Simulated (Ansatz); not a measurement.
**hcp Cd**

Calculation: PBEsol in Ansatz (plane waves, PAW).

Run with plane-wave cutoff 500 eV, 18×10×1 k mesh (along the axes of the cell as run), Fermi–Dirac smearing 0.1 eV, scalar-relativistic PAW data made under PBE.

Cell: relaxed at this level.

* **surface energy of the (10-10) face**: 0.88 J/m²
* **work function of the (10-10) face**: 4.34 eV

The slab of 10 atoms is relaxed and unreconstructed.

The computed numbers hold no vibrational or temperature effects.

The result took roughly 14 core-minutes.

Ansatz is an electronic-structure program.
